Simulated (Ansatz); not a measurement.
Relaxation of C₃H₂OS (7 atoms, charge 0, multiplicity 1), to a largest force component of 0.02 eV/Å in at most 50 steps.

Method: RKS PBE0-D4/def2-SVP in Ansatz 0.2.0.

```xyz
7
Properties=species:S:1:pos:R:3:forces:R:3
C -0.130 -0.581 1.964 0.06 0.55 -1.38
C 0.040 -0.269 0.802 -0.03 -0.31 -0.19
C 0.284 0.056 -0.590 5.03 0.74 6.24
O 1.483 -0.159 -1.080 -3.08 0.36 1.37
S -0.987 0.768 -1.499 -1.30 0.66 -0.25
H -0.371 -0.761 2.971 -0.12 -0.31 1.05
H 0.128 -0.125 -1.654 -0.56 -1.67 -6.85
```

Where does it end, and by what steps?

The forces met the threshold. After 11 steps the energy has fallen by 3.514 eV; H7 moved furthest, 1.12 Å. Parted: C3–H7.

```json
{"step": "0", "energy less start (eV)": "0.0000", "largest force component (eV/Å)": "6.848", "accepted": "yes"}
{"step": "1", "energy less start (eV)": "-0.8734", "largest force component (eV/Å)": "4.292", "accepted": "yes"}
{"step": "2", "energy less start (eV)": "-1.7798", "largest force component (eV/Å)": "2.443", "accepted": "yes"}
{"step": "3", "energy less start (eV)": "-2.3974", "largest force component (eV/Å)": "1.599", "accepted": "yes"}
{"step": "4", "energy less start (eV)": "-2.8982", "largest force component (eV/Å)": "1.613", "accepted": "yes"}
{"step": "5", "energy less start (eV)": "-3.2698", "largest force component (eV/Å)": "0.946", "accepted": "yes"}
{"step": "6", "energy less start (eV)": "-3.4285", "largest force component (eV/Å)": "0.394", "accepted": "yes"}
{"step": "7", "energy less start (eV)": "-3.4916", "largest force component (eV/Å)": "0.643", "accepted": "yes"}
{"step": "8", "energy less start (eV)": "-3.5002", "largest force component (eV/Å)": "0.852", "accepted": "yes"}
{"step": "9", "energy less start (eV)": "-3.5106", "largest force component (eV/Å)": "0.306", "accepted": "yes"}
{"step": "10", "energy less start (eV)": "-3.5133", "largest force component (eV/Å)": "0.145", "accepted": "yes"}
{"step": "11", "energy less start (eV)": "-3.5136", "largest force component (eV/Å)": "0.016", "accepted": "yes"}
```

```xyz
7
Properties=species:S:1:pos:R:3
C -0.192 -0.506 2.107
C 0.121 -0.329 0.951
C 0.491 -0.118 -0.435
O 1.607 -0.239 -0.863
S -0.920 0.346 -1.423
H -0.463 -0.664 3.136
H -0.195 0.441 -2.561
```

Whether the end is a true minimum wasn't checked by a vibrational analysis.

Time of the run: 23 s on 2 threads of Arm Neoverse V1 (shared host), peak memory 0.16 GiB.
